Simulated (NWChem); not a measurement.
Everything below was run with NWChem. System: acetylene (C2H2), charge 0, spin multiplicity 1, at a geometry optimised with B3LYP/def2-SVP. Level: PBE/def2-SVP.

Job file:

```
start mol
memory heap 200 mb stack 800 mb global 1000 mb
geometry units angstroms nocenter noautoz
  C      0.000000     0.000000    -0.604541
  C      0.000000     0.000000     0.604541
  H      0.000000     0.000000    -1.678855
  H      0.000000     0.000000     1.678855
  symmetry group D2h
end
basis spherical
  * library def2-svp
end
dft
  xc xpbe96 cpbe96
  semidirect memsize 60000000 filesize 0
  iterations 100
end
task dft energy
```

Output (cleaned and shortened):

```
             Northwest Computational Chemistry Package (NWChem) 7.3.0
             --------------------------------------------------------

                                NWChem Input Module
                                -------------------

 Scaling coordinates for geometry "geometry" by  1.889725989
 (inverse scale =  0.529177249)

 Turning off AUTOSYM since
 SYMMETRY directive was detected!

                             Geometry "geometry" -> ""
                             -------------------------

 Output coordinates in angstroms (scale by  1.889725989 to convert to a.u.)

  No.       Tag          Charge          X              Y              Z
 ---- ---------------- ---------- -------------- -------------- --------------
    1 C                    6.0000     0.00000000     0.00000000    -0.60454100
    2 C                    6.0000     0.00000000     0.00000000     0.60454100
    3 H                    1.0000     0.00000000     0.00000000    -1.67885500
    4 H                    1.0000     0.00000000     0.00000000     1.67885500

 Effective nuclear repulsion energy (a.u.)      24.6055389374

            Nuclear Dipole moment (a.u.)
            ----------------------------
        X                 Y               Z
 ---------------- ---------------- ----------------
     0.0000000000     0.0000000000     0.0000000000

      Symmetry information
      --------------------

 Group name             D2h
 Group number             26
 Group order               8
 No. of unique centers     2

      Symmetry unique atoms

     1    3


 Summary of "ao basis" -> "" (spherical)
 ------------------------------------------------------------------------------
       Tag                 Description            Shells   Functions and Types
 ---------------- ------------------------------  ------  ---------------------
 *                          def2-svp                  on all atoms

  pbe96 is a nonlocal functional; adding pw91lda local functional.

                                 NWChem DFT Module
                                 -----------------

 Summary of "ao basis" -> "ao basis" (spherical)
 ------------------------------------------------------------------------------
       Tag                 Description            Shells   Functions and Types
 ---------------- ------------------------------  ------  ---------------------
 C                          def2-svp                 6       14   3s2p1d
 H                          def2-svp                 3        5   2s1p

 Summary of "ao basis" -> "ao basis" (spherical)
 ------------------------------------------------------------------------------
       Tag                 Description            Shells   Functions and Types
 ---------------- ------------------------------  ------  ---------------------
 C                          def2-svp                 6       14   3s2p1d
 H                          def2-svp                 3        5   2s1p

      Symmetry analysis of basis
      --------------------------

        ag         10
        au          1
        b1g         1
        b1u        10
        b2g         4
        b2u         4
        b3g         4
        b3u         4

            General Information
            -------------------
          SCF calculation type: DFT
          Wavefunction type:  closed shell.
          No. of atoms     :     4
          No. of electrons :    14
           Alpha electrons :     7
            Beta electrons :     7
          Charge           :     0
          Spin multiplicity:     1
          Use of symmetry is: on ; symmetry adaption is: on
          Maximum number of iterations: 100
          AO basis - number of functions:    38
                     number of shells:    18
          Convergence on energy requested:  1.00D-06
          Convergence on density requested:  1.00D-05
          Convergence on gradient requested:  5.00D-04

              XC Information
              --------------
          PerdewBurkeErnzerhof Exchange Functional  1.000
            Perdew 1991 LDA Correlation Functional  1.000 local
           PerdewBurkeErnz. Correlation Functional  1.000 non-local

             Grid Information
             ----------------
          Grid used for XC integration:  medium
          Radial quadrature: Mura-Knowles
          Angular quadrature: Lebedev.
          Tag              B.-S. Rad. Rad. Pts. Rad. Cut. Ang. Pts.
          ---              ---------- --------- --------- ---------
          C                   0.70       49           8.0       434
          H                   0.35       45          10.0       434
          Grid pruning is: on
          Number of quadrature shells:    94
          Spatial weights used:  Erf1

          Convergence Information
          -----------------------
          Convergence aids based upon iterative change in
          total energy or number of iterations.
          Levelshifting, if invoked, occurs when the
          HOMO/LUMO gap drops below (HL_TOL):  1.00D-02
          DIIS, if invoked, will attempt to extrapolate
          using up to (NFOCK): 10 stored Fock matrices.

                    Damping( 0%)  Levelshifting(0.5)       DIIS
                  --------------- ------------------- ---------------
          dE  on:    start            ASAP                start
          dE off:    2 iters        100 iters           100 iters

      Screening Tolerance Information
      -------------------------------
          Density screening/tol_rho:  1.00D-10
          AO Gaussian exp screening on grid/accAOfunc:  14
          CD Gaussian exp screening on grid/accCDfunc:  20
          XC Gaussian exp screening on grid/accXCfunc:  20
          Schwarz screening/accCoul:  1.00D-08

      Superposition of Atomic Density Guess
      -------------------------------------

 Sum of atomic energies:         -76.24817908

      Non-variational initial energy
      ------------------------------

 Total energy =     -77.081371
 1-e energy   =    -149.605143
 2-e energy   =      47.918233
 HOMO         =      -0.363331
 LUMO         =       0.057508

      Symmetry analysis of molecular orbitals - initial
      -------------------------------------------------

 !! scf_movecs_sym_adapt:   20 vectors were symmetry contaminated

  Symmetry fudging

 !! scf_movecs_sym_adapt:   20 vectors were symmetry contaminated

  Numbering of irreducible representations:

     1 ag          2 au          3 b1g         4 b1u         5 b2g
     6 b2u         7 b3g         8 b3u

  Orbital symmetries:

     1 ag          2 b1u         3 ag          4 b1u         5 ag
     6 b2u         7 b3u         8 b2g         9 b3g        10 b1u
    11 ag         12 b1u        13 ag         14 b3u        15 b2u
    16 b3g        17 b2g

------------------------------------------------------------
EAF file 0: "./mol.aoints.0" size=524288 bytes
------------------------------------------------------------
               write      read    awrite     aread      wait
               -----      ----    ------     -----      ----
     calls:        1         0         0         0         0
   data(b): 5.24e+05  0.00e+00  0.00e+00  0.00e+00
   time(s): 0.00e+00  0.00e+00  0.00e+00  0.00e+00  0.00e+00
rate(mb/s): 0.00e+00  0.00e+00
------------------------------------------------------------

 !! scf_movecs_sym_adapt:   16 vectors were symmetry contaminated

  Symmetry fudging

 !! scf_movecs_sym_adapt:   16 vectors were symmetry contaminated

   convergence    iter        energy       DeltaE   RMS-Dens  Diis-err    time
 ---------------- ----- ----------------- --------- --------- ---------  ------
 d= 0,ls=0.0,diis     1    -77.1399160608 -1.02D+02  1.20D-02  1.98D-01     0.2

 !! scf_movecs_sym_adapt:   16 vectors were symmetry contaminated

  Symmetry fudging

 !! scf_movecs_sym_adapt:   16 vectors were symmetry contaminated

 d= 0,ls=0.0,diis     2    -77.1593808201 -1.95D-02  5.55D-03  2.07D-02     0.2

 !! scf_movecs_sym_adapt:   16 vectors were symmetry contaminated

  Symmetry fudging

 !! scf_movecs_sym_adapt:   16 vectors were symmetry contaminated

 d= 0,ls=0.0,diis     3    -77.1616941698 -2.31D-03  1.44D-03  4.02D-03     0.2

 !! scf_movecs_sym_adapt:   16 vectors were symmetry contaminated

  Symmetry fudging

 !! scf_movecs_sym_adapt:   16 vectors were symmetry contaminated

 d= 0,ls=0.0,diis     4    -77.1622335255 -5.39D-04  3.03D-04  2.18D-04     0.3

 !! scf_movecs_sym_adapt:   16 vectors were symmetry contaminated

  Symmetry fudging

 !! scf_movecs_sym_adapt:   16 vectors were symmetry contaminated

 d= 0,ls=0.0,diis     5    -77.1622688140 -3.53D-05  9.94D-06  1.79D-07     0.3

 !! scf_movecs_sym_adapt:   16 vectors were symmetry contaminated

  Symmetry fudging

 !! scf_movecs_sym_adapt:   16 vectors were symmetry contaminated

 d= 0,ls=0.0,diis     6    -77.1622688382 -2.43D-08  1.21D-06  9.68D-10     0.3

         Total DFT energy =      -77.162268838222
      One electron energy =     -151.531943290401
           Coulomb energy =       61.125858962275
    Exchange-Corr. energy =      -11.361723447478
 Nuclear repulsion energy =       24.605538937381

 Numeric. integr. density =       13.999999226939

     Total iterative time =      0.2s

                  Occupations of the irreducible representations
                  ----------------------------------------------

                     irrep           alpha         beta
                     --------     --------     --------
                     ag                3.0          3.0
                     au                0.0          0.0
                     b1g               0.0          0.0
                     b1u               2.0          2.0
                     b2g               0.0          0.0
                     b2u               1.0          1.0
                     b3g               0.0          0.0
                     b3u               1.0          1.0

                       DFT Final Molecular Orbital Analysis
                       ------------------------------------

 Vector    5  Occ=2.000000D+00  E=-4.395907D-01  Symmetry=ag
              MO Center= -6.4D-17, -7.3D-17,  2.6D-16, r^2= 2.0D+00
   Bfn.  Coefficient  Atom+Function         Bfn.  Coefficient  Atom+Function
  ----- ------------  ---------------      ----- ------------  ---------------
     6      0.384740  1 C  pz                20     -0.384740  2 C  pz
    29     -0.297532  3 H  s                 34     -0.297532  4 H  s
    30     -0.130374  3 H  s                 35     -0.130374  4 H  s
     9      0.045974  1 C  pz                23     -0.045974  2 C  pz

 Vector    6  Occ=2.000000D+00  E=-2.558858D-01  Symmetry=b2u
              MO Center=  1.2D-33,  1.1D-17,  2.5D-17, r^2= 1.3D+00
   Bfn.  Coefficient  Atom+Function         Bfn.  Coefficient  Atom+Function
  ----- ------------  ---------------      ----- ------------  ---------------
     5      0.431574  1 C  py                19      0.431574  2 C  py
     8      0.244096  1 C  py                22      0.244096  2 C  py

 Vector    7  Occ=2.000000D+00  E=-2.558858D-01  Symmetry=b3u
              MO Center=  1.6D-18, -2.9D-34, -3.0D-17, r^2= 1.3D+00
   Bfn.  Coefficient  Atom+Function         Bfn.  Coefficient  Atom+Function
  ----- ------------  ---------------      ----- ------------  ---------------
     4      0.431574  1 C  px                18      0.431574  2 C  px
     7      0.244096  1 C  px                21      0.244096  2 C  px

 Vector    8  Occ=0.000000D+00  E= 3.018523D-03  Symmetry=b2g
              MO Center=  2.0D-18,  1.9D-33,  5.2D-17, r^2= 2.0D+00
   Bfn.  Coefficient  Atom+Function         Bfn.  Coefficient  Atom+Function
  ----- ------------  ---------------      ----- ------------  ---------------
     7      0.687908  1 C  px                21     -0.687908  2 C  px
     4      0.439271  1 C  px                18     -0.439271  2 C  px
    31      0.034148  3 H  px                36     -0.034148  4 H  px
    13      0.030657  1 C  d  1              27      0.030657  2 C  d  1

 Vector    9  Occ=0.000000D+00  E= 3.018523D-03  Symmetry=b3g
              MO Center=  5.7D-34,  1.2D-17, -1.1D-16, r^2= 2.0D+00
   Bfn.  Coefficient  Atom+Function         Bfn.  Coefficient  Atom+Function
  ----- ------------  ---------------      ----- ------------  ---------------
     8      0.687908  1 C  py                22     -0.687908  2 C  py
     5      0.439271  1 C  py                19     -0.439271  2 C  py
    32      0.034148  3 H  py                37     -0.034148  4 H  py
    11     -0.030657  1 C  d -1              25     -0.030657  2 C  d -1

 Vector   10  Occ=0.000000D+00  E= 5.880141D-02  Symmetry=b1u
              MO Center= -3.6D-18, -6.8D-20, -5.1D-16, r^2= 6.1D+00
   Bfn.  Coefficient  Atom+Function         Bfn.  Coefficient  Atom+Function
  ----- ------------  ---------------      ----- ------------  ---------------
    30      1.536760  3 H  s                 35     -1.536760  4 H  s
     9      1.026159  1 C  pz                23      1.026159  2 C  pz
     2     -0.257043  1 C  s                 16      0.257043  2 C  s
     3     -0.226204  1 C  s                 17      0.226204  2 C  s
    29      0.184343  3 H  s                 34     -0.184343  4 H  s

 center of mass
 --------------
 x =   0.00000000 y =   0.00000000 z =   0.00000000

 moments of inertia (a.u.)
 ------------------
          51.610786577996           0.000000000000           0.000000000000
           0.000000000000          51.610786577996           0.000000000000
           0.000000000000           0.000000000000           0.000000000000

     Multipole analysis of the density
     ---------------------------------

     L   x y z        total         alpha         beta         nuclear
     -   - - -        -----         -----         ----         -------
     0   0 0 0     -0.000000     -7.000000     -7.000000     14.000000

     1   1 0 0     -0.000000     -0.000000     -0.000000      0.000000
     1   0 1 0     -0.000000     -0.000000     -0.000000      0.000000
     1   0 0 1      0.000000      0.000000      0.000000      0.000000

     2   2 0 0     -9.868712     -4.934356     -4.934356      0.000000
     2   1 1 0     -0.000000     -0.000000     -0.000000      0.000000
     2   1 0 1     -0.000000     -0.000000     -0.000000      0.000000
     2   0 2 0     -9.868712     -4.934356     -4.934356      0.000000
     2   0 1 1     -0.000000     -0.000000     -0.000000      0.000000
     2   0 0 2     -5.267933    -20.529902    -20.529902     35.791871

 Task  times  cpu:        0.3s     wall:        0.3s

 Total times  cpu:        0.3s     wall:        0.3s
```
